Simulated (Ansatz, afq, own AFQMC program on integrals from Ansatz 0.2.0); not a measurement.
## AlGaCl⁺, triplet in cc-pVDZ, levels against CCSDT(Q)

| atom | x (Å) | y (Å) | z (Å) |
| --- | --- | --- | --- |
| Cl | 0.0000 | 0.0000 | -2.1660 |
| Al | 0.0000 | 0.0000 | -0.0752 |
| Ga | 0.0000 | 0.0000 | 2.2412 |

Connectivity, by distances: Cl–Al–Ga.

Basis cc-pVDZ. Only valence electrons are correlated. Ansatz 0.2.0 and our own AFQMC program on the same integrals; the CISD trial comes from CCSD amplitudes, and released means the phaseless constraint is let go. ± is one standard error of the sampling. No spin–orbit coupling.

Determinant: UHF, the one that the program's search chose, which needn't be the lowest solution. The geometry is a PBE0/def2-TZVP stationary point of this or a neighbouring charge and spin state.

No full CI on the walks' own integrals is used here; CCSDT(Q) serves as the reference and is uncertain by about the last step of the cluster series.

Cautions: no relativity below Rb; no spin-orbit coupling; inner d shell frozen; lower spins were not checked.

- T1 diagnostic: 0.0204
- weight of the determinant in the CISD state: 0.870
- ⟨S²⟩ of the determinant: 2.019
- size of the correlated space: 12 electrons in 39 orbitals

```tsv
level	correlation energy (eV)
MP2	-5.2746
CCSD	-6.0267
CCSD(T)	-6.2039
```

**Question.** Estimate where phaseless AFQMC with a CISD trial lies against CCSD(T) on the same integrals.

**Answer.** 0.90 ± 0.26 kcal/mol below CCSD(T).

Reference: CCSDT(Q), correlation energy -6.250 eV. The released energy is read at 2.40 1/Eh (meV from the phaseless value at times in 1/Eh: 4 ± 12 at 0.24, 1 ± 11 at 0.51, 3 ± 11 at 0.99, -12 ± 12 at 1.62, -20 ± 20 at 2.40).

```tsv
level	E − E(reference) (kcal/mol)	share of correlation (%)
CCSD(T)	1.07	99.26
CCSDT	0.35	99.75
ph-AFQMC/HF	1.08 ± 1.24	99.25
ph-AFQMC/CISD	0.17 ± 0.26	99.88
released AFQMC	-0.30 ± 0.45	100.21
```

A walk keeps the symmetry of its determinant, which the program's search chose and which needn't be the lowest solution, so a lower state of the same spin and another symmetry isn't excluded. Released energies are given only where the last usable release times agree within the noise; a slower fall can still hide under it.
